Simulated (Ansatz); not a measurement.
HAlP⁺, quintet in 6-31G: errors against full CI

Geometry: that of the HAlP, quartet, kept fixed. The triplet lies 1.4 eV lower here.

```xyz
3

Al    0.0000   -0.1077    1.2377
P     0.0000    0.0510   -1.1432
H     0.0000    1.3154    1.9991
```

Basis 6-31G; Ansatz 0.2.0. Only valence electrons are correlated (noble-gas cores frozen), which leaves 8 electrons in 18 orbitals. R marks a restricted (for open shells ROHF) determinant, U an unrestricted one. Active spaces: valence = (8e, 9o) chosen from the atoms' valence shells.

Full CI is exact within this basis and frozen core; it isn't the basis-set limit. The frozen core follows each run's orbitals, which can shift R against U totals by a few meV.

For open shells CISD and CISDTQ are restricted-active-space CI with the open shells as a complete middle space.

* UHF ⟨S²⟩: 6.022
* T1 diagnostic (RCCSD): 0.0370
* largest doubles amplitude (RCCSD): 0.057
* T1 diagnostic (UCCSD): 0.0217

```json
{"level": "UHF", "E − E(RHF) (eV)": "-0.0830"}
{"level": "RMP2", "E − E(RHF) (eV)": "-0.9612"}
{"level": "UMP2", "E − E(RHF) (eV)": "-1.0022"}
{"level": "RCCSD", "E − E(RHF) (eV)": "-1.4739"}
{"level": "UCCSD", "E − E(RHF) (eV)": "-1.4810"}
{"level": "RCCSD(T)", "E − E(RHF) (eV)": "-1.5039"}
{"level": "UCCSD(T)", "E − E(RHF) (eV)": "-1.5062"}
```

(1) Estimate how far full CI in 6-31G lies from RCCSD(T). The table doesn't fix it; the size of (T) and the diagnostics are the guide.

(1) Full CI in 6-31G lies 1.5 kJ/mol below RCCSD(T), which is 53 % of the (T) step (-2.9 kJ/mol). T1 is raised, and the rest is a large part of (T).

The other levels:

```csv
level,E − E(full CI) (kJ/mol),share of correlation (%),wall time
CISD,6.6,95.51,0.57 s
BCCD(T),1.3,99.08,0.63 s
RCCSDT,0.1,99.94,–
UCCSDT,0.1,99.96,–
CISDTQ,0.1,99.95,7.5 s
RCCSDT(Q),0.0,99.99,2.3 s
UCCSDT(Q),0.0,100.01,2.3 s
RCCSDTQ,0.0,100.00,17 s
UCCSDTQ,0.0,100.02,17 s
CASSCF (valence space),52.5,64.19,–
NEVPT2 (valence space),15.1,89.71,1.9 s
NEVPT4(SD) (valence space),1.9,98.68,3 s
MRCISD (valence space),1.2,99.18,–
MRCISD+Q (valence space),0.4,99.73,3.2 s
```

The correlation energy at full CI, counted from RHF, is -1.520 eV. That run took 13 s on 1 thread of Arm Neoverse V1, shared host over 1,427,608 determinants.

Times hold each run's SCF and search for its determinant on a shared host, so for small cases they say little of a method's own cost; they ran on 1 thread of Arm Neoverse V1.

The full-CI state has the irrep A'' of Cs, in the program's axes.

Natural occupations of full CI about the gap: 1.979 1.938 1.006 0.997 0.996 0.986 0.036 0.022 0.019 0.005; effectively unpaired electrons, Σ n²(2−n)², 4.02.
